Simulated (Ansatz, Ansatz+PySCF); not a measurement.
| atom | x (Å) | y (Å) | z (Å) |
| --- | --- | --- | --- |
| C | 0.0000 | 0.0000 | -0.6121 |
| C | 0.0000 | 0.0000 | 0.6121 |
| H | 0.0000 | -0.8567 | -1.1411 |
| H | 0.0000 | 0.8567 | -1.1411 |
| H | 0.0000 | -0.8567 | 1.1411 |
| H | 0.0000 | 0.8567 | 1.1411 |

RHF on singlet C2H4 was run in several spherical basis sets with Ansatz (development build ahead of 0.2.0). Caution for RHF: no unrestricted run beside it, a lower state can exist.

Rank the basis sets by the total energy that they give, lowest first, with the distance from the lowest.
A. def2-TZVP
B. def2-SVP
C. cc-pVDZ
D. 6-31G(d)
E. cc-pVTZ

A (0.00 eV), E (0.02 eV), C (0.88 eV), D (1.00 eV), B (2.56 eV).

Totals follow the description of the cores as much as that of the bonds, so this order isn't one of quality for chemistry.
